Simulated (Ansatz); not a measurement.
**Structure relaxation of TaAs3**

Theory: DFT PBE, scalar-relativistic, plane waves, PAW (Ansatz 0.2.0). Cutoff 420 eV, Γ-centred k mesh, Gaussian smearing, no spin polarisation in the final step.

A relaxed cell is given with its space group left out.

```xyz
8
Lattice="4.4460 0.0000 0.0000 0.0000 5.1134 0.0000 0.0000 0.0000 6.5805" Properties=species:S:1:pos:R:3 pbc="T T T"
Ta    0.0000    0.0000    4.8410
Ta    2.2230    2.5567    1.7395
As    0.0000    1.2279    0.9031
As    0.0000    3.8856    0.9031
As    2.2230    3.7846    5.6773
As    2.2230    1.3289    5.6773
As    2.2230    0.0000    2.9878
As    0.0000    2.5567    3.5926
```

The zero of energy is the elements' standard structures at the same level; no fitted shifts are applied.

What space group does it have?

Pmmn (No. 59). Conventional cell: a = 4.446 Å, b = 5.113 Å, c = 6.580 Å. Ta is coordinated by 10 As at 2.72–2.91 Å; As on Wyckoff site e (4 atoms of the primitive cell) is coordinated by 1 As at 2.46 Å, 1 As at 2.66 Å, 2 Ta at 2.72 Å, 3 As at 2.87–3.00 Å and 1 Ta at 2.91 Å (next As at 3.29 Å); As on Wyckoff site b (2 atoms of the primitive cell) is coordinated by 4 Ta at 2.85–2.89 Å, 2 As at 3.00 Å and 8 As at 3.29–3.44 Å.

What is its formation energy per atom?

0.02 eV/atom.

Is it a metal?

Yes, bands cross the Fermi level on the 8×8×6 mesh.

The final run used a 8×8×6 mesh on its 8-atom cell and 0.10 eV smearing. The k mesh leaves about 4 meV/atom of noise in metals. Spin–orbit coupling is left out. The cell came from a trial start, so TaAs3 may not exist in this structure.

Cost: 3 runs of about 14 core-minutes in all, on Arm Neoverse V2 (shared hosts).